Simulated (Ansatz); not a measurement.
Working through a rigid scan of one bond length of C2H3NO, SMILES COC#N

With the Ansatz DFT code, driven from Python.

Interactive session:
```pycon
>>> import warnings
>>> import ansatz as az
>>> import numpy as np
>>> config = {
...     'basis_set': 'cc-pVDZ',
...     'xc': 'b3lyp',
...     'vdw': 'd4',
... }
>>> warnings.simplefilter('ignore', az.DeckWarning)
>>> c2h3no = (
...     az.Crystal.molecule()
...     .atom('C', (-0.2512, 0.6446, -0.2751))
...     .atom('O', (0.9197, -0.0144, -0.1264))
...     .atom('C', (0.6571, -1.1858, 0.4369))
...     .atom('N', (0.5477, -2.1986, 0.9499))
...     .atom('H', (-0.9857, 0.1296, -0.9546))
...     .atom('H', (-0.7712, 0.9034, 0.6813))
...     .atom('H', (-0.0552, 1.6531, -0.7578))
... )
>>> symbols = [site.symbol for site in c2h3no.cartesian_sites]
>>> start = np.array([site.position_ang for site in c2h3no.cartesian_sites])
>>> axis = (start[2] - start[1]) / np.linalg.norm(start[2] - start[1])
>>> moving = [2, 3]
>>> lengths, energies = [1.167, 1.22, 1.273, 1.326, 1.379, 1.432, 1.485, 1.565], []
>>> for length in lengths:
...     xyz = start.copy()
...     xyz[moving] += (length - np.linalg.norm(start[2] - start[1])) * axis
...     point = az.Crystal.molecule()
...     for symbol, xyz in zip(symbols, xyz):
...         point = point.atom(symbol, xyz.tolist())
...     base = (
...         point.calculation()
...         .basis(gaussian=config['basis_set'])
...         .functional(config['xc'], dispersion=config['vdw'])
...     )
...     report = base.run(threads=1).report
...     energies.append(report['free_energy_ev'])
...     print(f'r = {length:6.3f} A  E = {energies[-1]:.5f} eV  <S^2> = {abs(report["mean_field"]["state"]["spin_squared"]):.3f}')
...
r =  1.167 A  E = -5657.76128 eV  <S^2> = 0.000
r =  1.220 A  E = -5658.22180 eV  <S^2> = 0.000
r =  1.273 A  E = -5658.43259 eV  <S^2> = 0.000
r =  1.326 A  E = -5658.46436 eV  <S^2> = 0.000
r =  1.379 A  E = -5658.37023 eV  <S^2> = 0.000
r =  1.432 A  E = -5658.19015 eV  <S^2> = 0.000
r =  1.485 A  E = -5657.95394 eV  <S^2> = 0.000
r =  1.565 A  E = -5657.53825 eV  <S^2> = 0.000
>>> # quartic fit about the minimum
>>> fit = np.polynomial.Polynomial.fit(lengths, np.array(energies) - min(energies), 4).convert()
>>> roots = [r.real for r in fit.deriv().roots() if abs(r.imag) < 1e-9 and fit.deriv(2)(r.real) > 0]
>>> r_e = min(roots, key=lambda r: abs(r - lengths[int(np.argmin(energies))]))
>>> print(f'minimum of the fit at {r_e:.4f} A, force constant {fit.deriv(2)(r_e):.2f} eV/A^2')
minimum of the fit at 1.3102 A, force constant 50.23 eV/A^2
```

What to keep in mind:
- Total energies depend on the basis set; only differences at equal settings carry meaning.
- The rest of the molecule is held rigid at a force-field or estimated start geometry, and the basis set is modest; single-reference methods fail as a bond breaks.
- b3lyp holds the VWN-RPA fit, as in Gaussian; the form of ORCA and Turbomole is b3lyp5.
- The orbitals are restricted, so S² is zero by construction.
- Wall time of the script: 9.3 s on 1 thread of Arm Neoverse V2, with other jobs on the host, peak memory 0.2 GiB.

(Lines on the test bed's own set-up are left out of the output.)
